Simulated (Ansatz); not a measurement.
```yaml
crystal:
  periodic: [false, false, false]
  atoms:
    - {symbol: Br, position_ang: [0.000000, 0.000000, -2.062238]}
    - {symbol: Mg, position_ang: [0.000000, 0.000000, 0.250279]}
    - {symbol: H, position_ang: [0.000000, 0.000000, 1.811959]}
basis:
  gaussian: {orbitals: def2-TZVP}
hamiltonian: {xc: pbe0}
relax: {f_tol: 0.004, max_steps: 80}
```

```sh
$ ansatz run in.yaml --threads 1 --pin off --events-out ev --progress --plain --max-ram 2176MiB
```

Steps of the relaxation (energy above the last step; positions in Å, forces in eV/Å):

```
3
step 1, 96.2 meV
Br    0.000    0.000   -2.062    0.000    0.000   -0.331
Mg    0.000    0.000    0.250    0.000    0.000   -1.245
H     0.000    0.000    1.812    0.000    0.000    1.576
```

```
3
step 2, 6.9 meV
Br    0.000    0.000   -2.109    0.000    0.000   -0.026
Mg    0.000    0.000    0.229    0.000    0.000   -0.359
H     0.000    0.000    1.880    0.000    0.000    0.385
```

```
3
step 3, 0.0 meV
Br    0.000    0.000   -2.123    0.000    0.000    0.006
Mg    0.000    0.000    0.218    0.000    0.000   -0.008
H     0.000    0.000    1.905    0.000    0.000    0.002
```

```
3
step 4, 0.0 meV
Br    0.000    0.000   -2.122    0.000    0.000    0.001
Mg    0.000    0.000    0.218    0.000    0.000   -0.001
H     0.000    0.000    1.905    0.000    0.000    0.000
```

Close pairs at the end: Mg2–H3 1.687 Å, Br1–Mg2 2.340 Å.

A stationary point of restricted PBE0 after 4 steps (its stability towards spin polarisation wasn't tested); no frequencies were run, so it isn't proven a minimum. 12 s on 1 thread of Arm Neoverse V1, shared host.
